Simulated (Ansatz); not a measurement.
System: 2H WSe₂. Method: r²SCAN+rVV10 in Ansatz (PAW).

Run with plane-wave cutoff 600 eV, 12×12×4 k mesh (along the axes of the cell as run), no spin polarisation, scalar-relativistic PAW data made under PBE.

Cell (relaxed at this level):

```
WSe2
1.0
    3.29977     0.00000     0.00000
   -1.64988     2.85768     0.00000
    0.00000     0.00000    13.14971
W Se
2 4
Direct
  0.66667   0.33333   0.75000
  0.33333   0.66667   0.25000
  0.66667   0.33333   0.37665
  0.33333   0.66667   0.87665
  0.33333   0.66667   0.62335
  0.66667   0.33333   0.12335
```

Task: Predict the elastic constant C44, Voigt–Reuss–Hill shear modulus (Hill average), Voigt–Reuss–Hill bulk modulus, elastic constant C11, elastic constant C12, elastic constant C13, elastic constant C33 and elastic constant C66.

Result: 
* **elastic constant C44**: 16.3 GPa
* **Voigt–Reuss–Hill shear modulus (Hill average)**: 38.2 GPa
* **Voigt–Reuss–Hill bulk modulus**: 51.9 GPa
* **elastic constant C11**: 203 GPa
* **elastic constant C12**: 42.5 GPa
* **elastic constant C13**: 10.9 GPa
* **elastic constant C33**: 48.2 GPa
* **elastic constant C66**: 80.4 GPa

Elastic constants are with the ions relaxed.

Spin–orbit coupling is not included.

The computed numbers hold no vibrational or temperature effects.

Ansatz is a program for electronic structure.
